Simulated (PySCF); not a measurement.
Molecule: `C=CC(=O)Cl`, C3H3ClO.

Bonds (- single, = double, # triple, : aromatic): C1=C2 1.336 Å, C2-C3 1.478 Å, C3=O4 1.187 Å, C3-Cl5 1.786 Å. C1 carries H6, H7; C2 carries H8. H6 is cis to C3; H7 is trans to C3.

Geometry PBE0-D3(BJ)/def2-SVP throughout; GIAO in PySCF, gas phase, one conformer, non-relativistic; equivalent atoms averaged; functional PBE0.

Question: How do the absolute shieldings σ depend on the basis set? (ppm; last column core-seconds on 1 thread of an Intel Xeon Platinum 8488C, shared host)

Answer: 
| basis set | functions | C3 | C1 | C2 | O4 | Cl5 | H6 | H7 | H8 | core-s |
| --- | --- | --- | --- | --- | --- | --- | --- | --- | --- | --- |
| pcSseg-0 | 55 | 5.4 | 42.3 | 46.3 | -284.9 | 471.0 | 25.56 | 26.31 | 26.43 | 3.4 |
| cc-pVDZ | 89 | 28.1 | 60.9 | 61.5 | -177.8 | 524.3 | 24.54 | 25.35 | 25.13 | 6.6 |
| aug-cc-pVDZ | 146 | 24.9 | 59.6 | 60.4 | -166.2 | 511.1 | 24.37 | 25.23 | 24.65 | 12 |
| cc-pVTZ | 196 | 14.1 | 46.1 | 47.1 | -205.8 | 492.0 | 24.42 | 25.24 | 24.67 | 18 |
| IGLO-III | 214 | 5.9 | 38.4 | 38.7 | -214.7 | 449.9 | 24.49 | 25.35 | 24.73 | 19 |

Question: Which nucleus moves most, in ppm?

Answer: O4 (carbonyl oxygen): from -284.9 ppm with pcSseg-0 to -166.2 ppm with aug-cc-pVDZ. The smallest spread is 1.08 ppm, at H7. Proton shifts span only some 12 ppm, so a few tenths of a ppm matter as much there as several ppm in carbon.

Question: Taking the largest basis, IGLO-III (214 functions), as the yardstick, rank the others by their worst heavy-atom deviation.

Answer: cc-pVTZ 42.1 ppm (196 functions), aug-cc-pVDZ 61.2 ppm (146 functions), pcSseg-0 70.1 ppm (55 functions), cc-pVDZ 74.4 ppm (89 functions).

A small basis that lands close on one nucleus may do so by chance; judge by the trend and by all nuclei.
